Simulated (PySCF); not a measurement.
**Deuteron quadrupole couplings in 2-ethyl-1,3-butadiene**

Species: 2-ethyl-1,3-butadiene, C6H10.
SMILES with atom numbers: `[CH2:1]=[CH:2][C:3](=[CH2:4])[CH2:5][CH3:6]` (hydrogens: H7, H8 on C1; H9 on C2; H10, H11 on C4; H12, H13 on C5; H14, H15, H16 on C6)

Structure used (GFN2-xTB), in Å, numbered top down from 1:
```
atom  x, y, z in Å
C1     1.475   -1.455    0.641
C2     1.148   -0.214    0.981
C3     0.307    0.703    0.224
C4     0.086    1.935    0.684
C5    -0.331    0.235   -1.056
C6    -1.571   -0.615   -0.771
H7     1.135   -1.923   -0.267
H8     2.107   -2.059    1.270
H9     1.533    0.192    1.909
H10    0.512    2.283    1.610
H11   -0.530    2.638    0.149
H12    0.386   -0.344   -1.641
H13   -0.624    1.103   -1.649
H14   -1.308   -1.496   -0.191
H15   -2.297   -0.038   -0.202
H16   -2.034   -0.935   -1.702
```

Level: PBE0/pcSseg-1 (PySCF, non-relativistic); Q(2H) = 0.00286 b; rigid geometry, the same for H and D, with no vibrational averaging.

**Question.** Rank these positions by the coupling χzz of a deuteron there, largest first.
A. H14 (methyl hydrogen)
B. H13 (methylene hydrogen)
C. H9 (vinylic hydrogen)
D. H8 (vinylic hydrogen)

**Answer.** D (227 kHz), C (215 kHz), A (211 kHz), B (204 kHz).

**Question.** What are Vzz, η and χzz (234.96 MHz × Q × Vzz) at all hydrogens?

**Answer.** 
```csv
atom,bonded to,bond length (Å),Vzz (au),η,χzz (kHz)
H7,C1,1.076,0.3383,0.05,227
H8,C1,1.077,0.3375,0.05,227
H9,C2,1.083,0.3201,0.07,215
H10,C4,1.077,0.3367,0.06,226
H11,C4,1.077,0.3374,0.06,227
H12,C5,1.091,0.3045,0.01,205
H13,C5,1.092,0.3037,0.02,204
H14,C6,1.087,0.3139,0.03,211
H15,C6,1.088,0.3134,0.02,211
H16,C6,1.088,0.3157,0.02,212
```

**Question.** How does χzz go with the bond length over the 10 C–H bonds?

**Answer.** A straight-line fit has a slope of -15.0 kHz for each 0.01 Å, with a correlation coefficient of -0.99, over lengths from 1.076 to 1.092 Å. The longer bonds have the smaller couplings here.

**Question.** A static deuteron (I = 1) shows a doublet split by (3/2)χ, (3/4)χ(1 + η) and (3/4)χ(1 − η) with the field along z, y and x of the gradient. What are these for H12?

**Answer.** With |χ| = 204.6 kHz and η = 0.013: 307, 155 and 152 kHz, to first order and without motion.

One conformer (not necessarily the lowest) at the GFN2-xTB geometry, without solvent, vibrations or thermal averaging. GFN2-xTB bond lengths can be off by several hundredths of an ångström, more for odd bonds, and the gradients follow them. With so small a basis the couplings can be 20 % off.
